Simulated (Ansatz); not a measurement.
Compare A (`CCC(=N)N`) with its isomer B (`C=C(N)NC`).

Calculated with Ansatz (gas phase, PBE0-D4/def2-TZVP geometries, no zero-point term in ΔE). CCSD(T)/CBS is the MP2 limit (def2-TZVPP, def2-QZVPP) plus CCSD(T) − MP2 in def2-TZVPP, frozen cores. Functionals use def2-TZVPP. B3LYP here is the variant with VWN-RPA as its local correlation; programs differ in this. One conformer a species, not always the lowest.

**Question.** Which isomer does CCSD(T)/CBS put lower? Give the gap. (Estimate.)

**Answer.** Ansatz gave: A, by 17.1 kcal/mol.

**Question.** Give E(B) − E(A) in kcal/mol with CCSD(T)/def2-TZVPP, B3LYP, MP2/def2-TZVPP, HF/def2-TZVPP, CCSD/def2-TZVPP, B3LYP-D4, r2SCAN-D4. (Best estimate.)

**Answer.** Computed: CCSD(T)/def2-TZVPP 17.5, B3LYP 16.0, MP2/def2-TZVPP 17.6, HF/def2-TZVPP 17.1, CCSD/def2-TZVPP 17.4, B3LYP-D4 15.9, r2SCAN-D4 16.6. None reverses the order clearly.

Largest T1 diagnostic: 0.012.
